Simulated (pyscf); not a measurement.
## Routes from `[NH3]` + `[CH-]=[CH2]`

Candidate steps break at most two bonds and form at most two. Each was searched with GFN2-xTB (tblite) first. Single points on ωB97X-D3(BJ)/def2-SVPD structures (PySCF, gas phase). Correlated levels are frozen-core, on RHF or UHF. ΔMP2 is the change of the MP2 total energy from the triple- to the quadruple-zeta basis. Energies: CCSD(T)/def2-TZVPPD + ΔMP2(QZVPPD), kcal/mol, from the separated reactants, singlet surface; ΔG‡ with ideal gas, 1 atm, RRHO with modes under 100 cm⁻¹ raised to 100, one conformer, R ln 2 for chiral ones without a mode under 150 cm⁻¹.

```csv
products,type,ΔE‡,ΔE,ΔG‡ 298 K,ΔG‡ 900 K,ν‡ (cm⁻¹)
NH₂⁻ + H₂C=CH₂,proton transfer,-4.8,-2.8,–,–,1340i
H₃C–CH⁻–NH₂,addition across a multiple bond or ene-type step,49.7,-8.3,56.7,74.9,801i
```

A dash marks a saddle under its separated products, where this table gives no free-energy barrier. Row 1: On the reactant side the descent ends in a bound adduct, 12.1 kcal/mol under the separated species and 6.6 kcal/mol under the saddle at ωB97X-D3(BJ)/def2-TZVPD. On the product side the descent ends in a bound adduct, 10.2 kcal/mol under the separated species and 6.4 kcal/mol under the saddle at ωB97X-D3(BJ)/def2-TZVPD. Row 2: On the reactant side the descent ends in a bound adduct (not fully relaxed), 10.6 kcal/mol under the separated species and 59.4 kcal/mol under the saddle at ωB97X-D3(BJ)/def2-TZVPD. On the product side the descent ends in a point that may be a rotor saddle (no frequency run), 1.4 kcal/mol over the lowest minimum found and 58.0 kcal/mol under the saddle at ωB97X-D3(BJ)/def2-TZVPD. 

Plain bond fissions and candidates not yet searched are not listed, and one of them may be faster. Each barrier is that of the saddle found; lower ones may exist. The CCSD(T) − MP2 part came from Ansatz, without density fitting, on the same reference.
